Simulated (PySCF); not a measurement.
# Silicon: a sound run and one with changed settings

Sound run: Si [Ne] 3s2 3p2, Si⁺ [Ne] 3s2 3p1. All numbers are calculated (PySCF 2.14, the non-relativistic Hamiltonian (point nucleus), in def2-SVP (4s3p1d, 18 functions)). In the sound run the correlated levels freeze [Ne]. The sound run starts from symmetry-adapted Hartree-Fock orbitals and uses a fine grid where one is needed.

A second run was set up differently.

```
species   method  sound run (hartree)  changed run (hartree)  converged
     Si      MP2           -288.79662             -288.80396        yes
     Si  CCSD(T)           -288.81556             -288.82268        yes
    Si⁺      MP2           -288.50739             -288.51475        yes
    Si⁺  CCSD(T)           -288.52584             -288.53309        yes
```

Ionisation energy of Si:

| method | sound run (eV) | changed run (eV) |
| --- | --- | --- |
| UHF | 7.645 | 7.645 |
| MP2 | 7.870 | 7.870 |
| SCS-MP2 | 7.803 | 7.802 |
| CCSD | 7.875 | 7.872 |
| CCSD(T) | 7.884 | 7.880 |

(1) What was changed?
A. a valence shell is frozen
B. all electrons correlated in a valence basis
C. basis contracted for another Hamiltonian
D. too few SCF iterations

Answers

(1) B. A valence basis has no tight correlating functions, so it recovers only part of the core correlation, and not evenly between atom and ion.
